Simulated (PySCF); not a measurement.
Molecule: SMILES C#N, CHN.

Molfile (atoms numbered from 1):
```
CHN
     RDKit          3D

  3  2  0  0  0  0  0  0  0  0999 V2000
   -0.0171   -0.0179   -0.0000 C   0  0  0  0  0  0  0  0  0  0  0  0
    0.7835    0.8128    0.0000 N   0  0  0  0  0  0  0  0  0  0  0  0
   -0.7664   -0.7949   -0.0000 H   0  0  0  0  0  0  0  0  0  0  0  0
  1  2  3  0
  1  3  1  0
M  END
```

Geometry PBE0-D3(BJ)/def2-SVP throughout; GIAO in PySCF, gas phase, one conformer, non-relativistic; equivalent atoms averaged; functional PBE0.

For orientation, def2-SVP gives these shifts δ (against TMS, NH3 at the same level): C1 101.6, N2 287.3, H3 2.17 ppm.

A run gave: C1 112.5, N2 315.1, H3 2.63 ppm (shifts δ (against TMS, NH3 at the same level)).

Task: Which basis set was used in that run?
A. pcSseg-0
B. cc-pVTZ
C. pcSseg-3
D. pcSseg-1
E. 6-311+G(2d,p)

Result: D. N2 tells them apart best: pcSseg-1 gives 315.1, pcSseg-3 gives 309.6, cc-pVTZ gives 305.9, pcSseg-0 gives 321.7, 6-311+G(2d,p) gives 298.9 ppm.
